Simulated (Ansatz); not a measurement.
A run of Ansatz (development build ahead of 0.2.0) on singlet N2O at this shape:

```yaml
atoms:
  - { symbol: N, position_ang: [0.0436, -0.0227, -1.2037] }
  - { symbol: N, position_ang: [-0.0394, 0.0049, -0.0379] }
  - { symbol: O, position_ang: [-0.0400, 0.0017, 1.0748] }
```

Its results:

```yaml
Converged: yes
Reference_energy: -183.53314 hartree
Correlation_energy: -0.40318 hartree
Total_energy: -183.93633 hartree
Spin_squared_of_the_determinant: 0.000
```

(1) Which input gives this output? Name the method, the orbitals and the basis set, and write the input.

Answers

(1) RHF-MP2 in 6-31G. An unrestricted run that stays on the closed shell gives the same numbers.

```yaml
crystal:
  periodic: [false, false, false]
  atoms:
    - { symbol: "N", position_ang: [0.04357, -0.02266, -1.20367] }
    - { symbol: "N", position_ang: [-0.03943, 0.00493, -0.03794] }
    - { symbol: O, position_ang: [-0.04001, 0.00167, 1.0748] }
basis:
  gaussian: { orbitals: "6-31G" }
hamiltonian:
  xc: hf
correlation:
  method: mp2
  frozen_orbitals: { "N": 1, O: 1 }
```
